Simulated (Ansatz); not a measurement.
# SiHF2 radical: a relaxed scan of the bond length Si2–F3

Aim: the energy along the bond length Si2–F3, from CCSD(T) and from cheaper methods, relative to the minimum. At each value the rest of the molecule is relaxed at PBE0-D4 with the distance held.

The runs use Ansatz 0.2.0, Gaussian basis; single points in def2-TZVPP.

Levels: PBE-D4, r2SCAN-D4, PBE0-D4, B3LYP-D4, wB97M-V, Hartree-Fock, MP2, CCSD, CCSD(T). The scan takes 1.433, 1.465, 1.511, 1.566, 1.627, 1.692, 1.761, 1.834, 1.910 Å.

Correlated methods freeze the cores. Orbitals are unrestricted. B3LYP uses VWN-RPA correlation.

28 further runs of the same task are left out: 28 set aside as unsound or not needed.

### 1 The starting structure

The minimum, relaxed at PBE0-D4: 4 atoms, charge 0, spin multiplicity 2.

Atoms are counted from 1 here; the program's logs count them from 0.

Bond lengths: F1–Si2 1.592 Å, Si2–F3 1.592 Å, Si2–H4 1.493 Å. Angles: F1–Si2–F3 107.2°, F1–Si2–H4 107.6°, F3–Si2–H4 107.6°.

Coordinates:

```xyz
4
F2HSi
F     1.2744    0.6255   -0.4117
Si   -0.0276   -0.2853   -0.3162
F    -1.2828    0.6912   -0.2481
H     0.0359   -1.0314    0.9760
```

Energies of the minimum (eV), from earlier single points: PBE-D4 -13323.05726, r2SCAN-D4 -13329.41831, PBE0-D4 -13323.76328, B3LYP-D4 -13332.94564, wB97M-V -13330.34233, CCSD(T) -13312.03381.

At the minimum the bond length Si2–F3 is 1.592 Å.

### 2 Si2–F3 = 1.433 Å

File relax/in.yaml:

```yaml
crystal:
  periodic: [false, false, false]
  atoms:
    - {symbol: F, position_ang: [1.274383, 0.625472, -0.411721]}
    - {symbol: Si, position_ang: [-0.027566, -0.285309, -0.316175]}
    - {symbol: F, position_ang: [-1.157567, 0.593797, -0.254878]}
    - {symbol: H, position_ang: [0.035946, -1.031360, 0.975983]}
basis:
  gaussian: {orbitals: def2-TZVP}
magnetization: {spin_polarized: true, initial_magnetization: 1}
hamiltonian: {xc: pbe0, dispersion: d4}
relax: {f_tol: 0.005, max_steps: 200, constraints: [{distance: [1, 2]}]}
```

The command line of these runs was not kept.

The runs that follow: Si2–F3 = 1.465 Å; Si2–F3 = 1.511 Å; Si2–F3 = 1.566 Å; Si2–F3 = 1.627 Å; Si2–F3 = 1.692 Å; Si2–F3 = 1.761 Å; Si2–F3 = 1.834 Å; Si2–F3 = 1.910 Å.

Before running it: what results should come out? Wanted: highest point, CCSD(T); lowest point, CCSD(T); minimum along the scan, CCSD(T); RMS deviation from CCSD(T); largest T1 diagnostic.

As calculated:

| quantity | value |
| --- | --- |
| highest point, CCSD(T) | 97.3 kJ/mol at 1.910 Å |
| lowest point, CCSD(T) | 0.0 kJ/mol at 1.592 Å |
| minimum along the scan, CCSD(T) | 1.591 Å |
| curvature there | 34.9 eV/Å² |
| RMS deviation from CCSD(T) | PBE-D4 11.0, r2SCAN-D4 2.3, PBE0-D4 1.4, B3LYP-D4 4.8, wB97M-V 3.4, Hartree-Fock 12.9, MP2 1.1, CCSD 2.4 kJ/mol |
| largest T1 diagnostic | 0.017 |

A polynomial through the near points puts the CCSD(T) minimum 0.001 Å below the PBE0-D4 value. The third derivative is negative, the usual anharmonicity of a bond. Curvature against CCSD(T): PBE-D4 -13 %, Hartree-Fock +13 %. The curve of MP2 lies nearest to CCSD(T), that of Hartree-Fock farthest.
